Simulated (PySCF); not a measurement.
C₃H₄.
Cartesian coordinates in Å at the GFN2-xTB level; atoms count from 1:
```
atom  x, y, z in Å
C1    -0.5857    0.6609   -0.0763
C2    -0.6197   -0.6307    0.0338
C3     0.7491   -0.0171    0.0182
H4    -1.0737    1.5989   -0.1717
H5    -1.1560   -1.5445    0.0983
H6     1.3205    0.0461    0.9385
H7     1.3688   -0.1088   -0.8679
```

Definitions: NICS(0) = −σiso at the ring centroid; NICS(1) = −σiso and NICS(1)zz = −σzz at ±1 Å along the ring normal z. Level: GIAO PBE0/pcSseg-1 (PySCF, non-relativistic, gas phase) on the GFN2-xTB geometry, one conformer.

Ring bond lengths (Å), with Mayer bond orders in brackets: C1–C2 1.297 (1.76), C2–C3 1.500 (0.93), C3–C1 1.500 (0.93).

Q: Give the NICS values of each ring in ppm.

A: 
```tsv
ring	type	NICS(0)	NICS(1), two faces	NICS(1)zz, two faces	rms pucker (Å)	centre to ring atoms, mean (Å)
C1–C2–C3	3-membered carbocycle; formal bonds 1 double, 2 single	-29.2	-7.0 / -7.0	-15.9 / -15.9	0.00	0.83
```

Q: What can be read from them?

A: 
- C1–C2–C3: mean NICS(1)zz -15.9 ppm, shielded. C3 has four or more neighbours, so the value isn't read as a sign of a π ring current. NICS(0) lies 22 ppm below the mean NICS(1).

Q: Give the inner angles of the rings and the Hirshfeld charges of the ring atoms.

A: 
- C1–C2–C3: C1 64.4° (-0.047 e), C2 64.4° (-0.047 e), C3 51.2° (-0.103 e); sum 180.0° against 180° for a flat convex ring.
